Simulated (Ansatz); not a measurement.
# AlH₅OSi (SMILES [OH][AlH][SiH3]): functionals against CCSD(T) at one geometry

A test off equilibrium: a structure displaced at random from a GFN2-xTB minimum is computed at several levels, and each is set against CCSD(T).

Method: single points in def2-TZVPP; program: Ansatz 0.2.0, Gaussian basis.

Cores are frozen in the correlated methods.

## (1) Starting geometry

SMILES `[OH][AlH][SiH3]`, 8 atoms, charge 0, spin multiplicity 1.

Atoms are counted from 1 here; the program's logs count them from 0.

Bond lengths: O1–Al2 1.633 Å, O1–H4 0.990 Å, Al2–Si3 2.450 Å, Al2–H5 1.571 Å, Si3–H6 1.497 Å, Si3–H7 1.436 Å, Si3–H8 1.424 Å. Angles: Al2–O1–H4 175.9°, O1–Al2–Si3 119.5°, O1–Al2–H5 115.3°, Si3–Al2–H5 125.2°, Al2–Si3–H6 111.5°, Al2–Si3–H7 114.1°, Al2–Si3–H8 110.7°, H6–Si3–H7 106.0°, H6–Si3–H8 105.9°, H7–Si3–H8 108.2°.

Geometry (Å):

```mol
AlH5OSi
  3D, bonds by distance, orders not assigned

  8  7  0  0  0  0  0  0  0  0999 V2000
   -1.7964    0.7200   -0.9804 O   0  0
   -0.2725    0.9577   -0.4449 Al  0  0
    0.9100   -0.8710    0.6785 Si  0  0
   -2.7008    0.6063   -1.3660 H   0  0
    0.3344    2.3738   -0.7537 H   0  0
    1.4740   -0.4331    1.9948 H   0  0
    2.0158   -1.4007   -0.0692 H   0  0
    0.0178   -1.9417    0.9720 H   0  0
  1  2  8  0
  1  4  8  0
  2  3  8  0
  2  5  8  0
  3  6  8  0
  3  7  8  0
  3  8  8  0
M  END
```

## (2) CCSD(T)/def2-TZVPP

run/in.yaml reads:

```yaml
crystal:
  periodic: [false, false, false]
  atoms:
    - {symbol: O, position_ang: [-1.796400, 0.720000, -0.980400]}
    - {symbol: Al, position_ang: [-0.272500, 0.957700, -0.444900]}
    - {symbol: Si, position_ang: [0.910000, -0.871000, 0.678500]}
    - {symbol: H, position_ang: [-2.700800, 0.606300, -1.366000]}
    - {symbol: H, position_ang: [0.334400, 2.373800, -0.753700]}
    - {symbol: H, position_ang: [1.474000, -0.433100, 1.994800]}
    - {symbol: H, position_ang: [2.015800, -1.400700, -0.069200]}
    - {symbol: H, position_ang: [0.017800, -1.941700, 0.972000]}
basis:
  gaussian: {orbitals: def2-TZVPP}
correlation: {method: ccsd_t}
output: {forces: true}
```

The command line of these runs was not kept.

## (3) PBE0-D4/def2-TZVPP

Changes to run/in.yaml since step 2:

```diff
@@ -13,3 +13,3 @@
   gaussian: {orbitals: def2-TZVPP}
-correlation: {method: ccsd_t}
-output: {forces: true}
+hamiltonian: {xc: pbe0, dispersion: d4}
+output: {forces: true, orbitals: {seedname: orbitals}}
```

## (4) wB97M-V/def2-TZVPP

Changes to run/in.yaml since step 3:

```diff
@@ -13,3 +13,3 @@
   gaussian: {orbitals: def2-TZVPP}
-hamiltonian: {xc: pbe0, dispersion: d4}
-output: {forces: true, orbitals: {seedname: orbitals}}
+hamiltonian: {xc: {name: wB97M-V}}
+output: {forces: true}
```

## (5) r2SCAN-D4/def2-TZVPP

Changes to run/in.yaml since step 4:

```diff
@@ -13,3 +13,3 @@
   gaussian: {orbitals: def2-TZVPP}
-hamiltonian: {xc: {name: wB97M-V}}
+hamiltonian: {xc: r2scan, dispersion: d4}
 output: {forces: true}
```

## (6) PBE-D4/def2-TZVPP

Changes to run/in.yaml since step 5:

```diff
@@ -13,3 +13,3 @@
   gaussian: {orbitals: def2-TZVPP}
-hamiltonian: {xc: r2scan, dispersion: d4}
+hamiltonian: {xc: pbe, dispersion: d4}
 output: {forces: true}
```

## (7) wB97X-V/def2-TZVPP

Changes to run/in.yaml since step 6:

```diff
@@ -13,3 +13,3 @@
   gaussian: {orbitals: def2-TZVPP}
-hamiltonian: {xc: pbe, dispersion: d4}
+hamiltonian: {xc: {name: wB97X-V}}
 output: {forces: true}
```

## (8) r2SCAN0-D4/def2-TZVPP

Changes to run/in.yaml since step 7:

```diff
@@ -13,3 +13,3 @@
   gaussian: {orbitals: def2-TZVPP}
-hamiltonian: {xc: {name: wB97X-V}}
+hamiltonian: {xc: {name: r2SCAN0}, dispersion: d4}
 output: {forces: true}
```

(Steps that only read results are left out.)

Before running it: what results should come out? Wanted: energy less free atoms, CCSD(T)/def2-TZVPP; RMS force component; RMS force error; HOMO and LUMO, PBE0-D4; T1 diagnostic.

As calculated:

| quantity | value |
| --- | --- |
| energy less free atoms, CCSD(T)/def2-TZVPP | -24.169 eV |
| RMS force component | 0.913 to 0.963 eV/Å over the methods |
| RMS force error | PBE0-D4 0.058, wB97M-V 0.049, r2SCAN-D4 0.058, PBE-D4 0.164, wB97X-V 0.027, r2SCAN0-D4 0.093 eV/Å |
| HOMO and LUMO, PBE0-D4 | -7.28 and -1.24 eV |
| T1 diagnostic | 0.013 |

**Reading.** Against CCSD(T) the functionals' energies less atoms differ by -0.736 to -0.080 eV, PBE-D4 by -0.311 eV. The reference is not at the basis limit: in triple zeta CCSD(T) underbinds, which counts against methods that bind more; the gaps are no ranking. For forces wB97X-V does best and PBE-D4 worst. Frozen-core CCSD(T) forces in triple zeta carry basis errors of their own, and this is one geometry, so small gaps rank nothing.
